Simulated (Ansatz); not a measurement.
We consider fcc Pb, described by r²SCAN (Ansatz, a program for electronic structure, plane waves, PAW).

Settings: plane-wave cutoff 560 eV, 20×20×20 k mesh, Fermi–Dirac smearing 0.05 eV, scalar-relativistic PAW data made under PBE.

Cell (relaxed at this level):

```yaml
crystal:
  lattice:
    - [0.00000, 2.49682, 2.49682]
    - [2.49682, 0.00000, 2.49682]
    - [2.49682, 2.49682, 0.00000]
  atoms:
    - { symbol: Pb, position: [0.00000, 0.00000, 0.00000] }
```

Problem. Estimate the bulk modulus and pressure derivative B′ of the bulk modulus that the calculation returns.

Solution. 
- bulk modulus = 43.7 GPa
- pressure derivative B′ of the bulk modulus = 5.0

The run finds no gap.

Measured, for comparison: bulk modulus 47 GPa (corrected for temperature and zero-point phonon effects; as tabulated in Levämäki et al. (2014), arXiv:1402.3671). Computed (rounded) less measured: bulk modulus -7 %.

Spin–orbit coupling is not included; it can shift volumes and moduli of such heavy elements.

Static lattice: no zero-point or thermal effects.
